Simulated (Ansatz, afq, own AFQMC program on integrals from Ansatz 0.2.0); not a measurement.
## GeH3⁺, triplet: AFQMC among the cluster methods

```xyz
4

Ge    0.0000    0.0000   -0.0187
H     1.4650    0.0169    0.4526
H    -0.7483    1.2611    0.4484
H    -0.7191   -1.2778    0.4488
```

Basis cc-pVDZ. Only valence electrons are correlated. Integrals, coupled cluster, full CI and functionals: Ansatz 0.2.0; the random walks run on the same integrals in our own AFQMC program. The CISD trial takes its coefficients from CCSD amplitudes. Released means that phaseless walkers are propagated on without the constraint, phases kept. ± is one standard error of the sampling. No spin–orbit coupling.

Determinant: UHF, the one that the program's search chose, which needn't be the lowest solution. The geometry is a PBE0/def2-TZVP stationary point of this or a neighbouring charge and spin state.

Full CI on the same integrals is exact in this basis and with this determinant's frozen core.

Cautions: no relativity below Rb; no spin-orbit coupling; inner d shell frozen; lower spins were not checked; the search met a lower determinant of the same kind, perhaps of another symmetry (20 meV lower), and this one is a saddle point; unrestricted determinant slightly spin contaminated (⟨S²⟩ 2.05 against 2.00); the released energies are still falling, so no released level is given (meV from the phaseless value at times in 1/Eh: -7 ± 7 at 0.24, -5 ± 3 at 0.51, -8 ± 4 at 0.99, -10 ± 4 at 1.62, -14 ± 4 at 2.40), though the last usable value meets full CI within the noise.

The T1 diagnostic is 0.0246 and the weight of the determinant in the CISD state is 0.921. The ⟨S²⟩ of the determinant is 2.052 and the size of the correlated space is 6 electrons in 28 orbitals.

| level | correlation energy (eV) |
| --- | --- |
| MP2 | -1.8895 |
| CCSD | -2.6010 |
| CCSD(T) | -2.6590 |

(1) Estimate where phaseless AFQMC with a CISD trial lies against CCSD(T) on the same integrals.

(1) 0.3 ± 0.3 kJ/mol below CCSD(T). The gap is under twice the noise, so this walk alone can't tell the two apart.

Reference: full CI, correlation energy -2.681 eV.

```csv
level,E − E(reference) (kJ/mol),share of correlation (%)
CCSD(T),2.1,99.19
CCSDT,0.2,99.92
CCSDT(Q),0.0,99.99
ph-AFQMC/CISD,1.8 ± 0.3,99.29
```

CCSDT and higher add their correlation energy to the determinant of the CCSD(T) run, since their own runs factorise the integrals more tightly (a shift of under 2 meV). A walk keeps the symmetry of its determinant, which the program's search chose and which needn't be the lowest solution, so a lower state of the same spin and another symmetry isn't excluded.
